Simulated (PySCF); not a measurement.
## CH3NSi

The system: CH3NSi, a small molecule; neutral, singlet. The structure, one conformer, was relaxed in the gas phase by PBE0-D3(BJ)/def2-SVP. No frequency run checks that it is a minimum.

SMILES: N#C[SiH3]

```csv
atom,x (Å),y (Å),z (Å)
Si1,-0.146,0.165,-0.536
C2,0.296,-0.356,1.192
N3,0.567,-0.675,2.273
H4,0.805,1.233,-0.943
H5,-0.023,-1.027,-1.416
H6,-1.544,0.672,-0.510
```

Shieldings: GIAO PBE0/pcSseg-2. Shifts are against computed references at the same level: C TMS (σ 184.1 ppm), H TMS (σ 31.24 ppm), Si TMS (σ 341.3 ppm). Core levels by delta-SCF with SCAN, pcX-2 on the ionised atom and pcseg-1 elsewhere, spin-free X2C (2p3/2 is the spin-free 2p value less a third of a first-order spin-orbit splitting); from the vacuum level, for chosen atoms.

Problem. Give the NMR and core-level values of the distinct atoms.

Solution. 
```csv
atoms,bonded to,σ (ppm),δ (ppm),core level (eV)
Si1,1 C + 3 H,440.2,-98.9,2p3/2 108.36
C2,1 N + 1 Si,58.6,125.5,1s 292.12
N3,1 C,-113.3,-,1s 405.57
H4 H5 H6,1 Si,27.10,4.15,-
```

Values are those of this one static structure, with the three H of a rotating XH3 group averaged; atoms that internal rotation interchanges would show their mean in an NMR spectrum.

The core-hole states of C2, N3 are spin-contaminated (⟨S²⟩ 0.83, 0.83 against 0.75 for a pure doublet), so those values and differences from them are less sure.

Problem. By CAM-B3LYP/def2-SVPD (TDDFT singlets, Tamm-Dancoff triplets, ionisation by delta-SCF), where does absorption start, and what does vertical ionisation take?

Solution. The first singlet with intensity lies at 7.32 eV (f 0.003); what lies below it is dark. The lowest singlet lies at 6.99 eV (f 0.000), the strongest of the first 6 at 8.31 eV (f 0.006), the lowest triplet at 5.76 eV; vertical ionisation takes 12.43 eV.

The 3 runs behind this took 47 s in all, one thread each of Arm Neoverse N1 on a shared host, launched as `OMP_NUM_THREADS=1 python cluster_run.py task.json out`.
